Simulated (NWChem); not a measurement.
acetonitrile (C2H3N); SMILES CC#N

Computed with NWChem. Pople sets run with spherical d functions. Structure relaxed at the PBE0/def2-SVP level. B3LYP is NWChem's, with the RPA form of VWN correlation. Total energies compare along this basis series because the functional is fixed.

```json
[
 {"level": "B3LYP/STO-3G", "basis functions": "18", "energy (Ha)": "-131.0645", "highest occupied level (eV)": "-7.59", "orbital gap (eV)": "11.45", "dipole (D)": "3.02"},
 {"level": "B3LYP/3-21G", "basis functions": "33", "energy (Ha)": "-132.0275", "highest occupied level (eV)": "-8.97", "orbital gap (eV)": "10.24", "dipole (D)": "3.59"},
 {"level": "B3LYP/6-31G*", "basis functions": "48", "energy (Ha)": "-132.7514", "highest occupied level (eV)": "-8.88", "orbital gap (eV)": "9.90", "dipole (D)": "3.80"},
 {"level": "B3LYP/6-31+G*", "basis functions": "60", "energy (Ha)": "-132.7584", "highest occupied level (eV)": "-9.19", "orbital gap (eV)": "8.93", "dipole (D)": "4.06"},
 {"level": "B3LYP/def2-SVP", "basis functions": "57", "energy (Ha)": "-132.6548", "highest occupied level (eV)": "-9.04", "orbital gap (eV)": "9.89", "dipole (D)": "3.75"},
 {"level": "B3LYP/def2-SVPD", "basis functions": "84", "energy (Ha)": "-132.6630", "highest occupied level (eV)": "-9.25", "orbital gap (eV)": "9.28", "dipole (D)": "4.01"},
 {"level": "B3LYP/def2-TZVP", "basis functions": "111", "energy (Ha)": "-132.8099", "highest occupied level (eV)": "-9.19", "orbital gap (eV)": "9.63", "dipole (D)": "4.01"},
 {"level": "B3LYP/6-311++G**", "basis functions": "87", "energy (Ha)": "-132.7961", "highest occupied level (eV)": "-9.24", "orbital gap (eV)": "8.66", "dipole (D)": "4.06"},
 {"level": "B3LYP/aug-cc-pVTZ", "basis functions": "207", "energy (Ha)": "-132.8083", "highest occupied level (eV)": "-9.21", "orbital gap (eV)": "8.58", "dipole (D)": "4.05"}
]
```
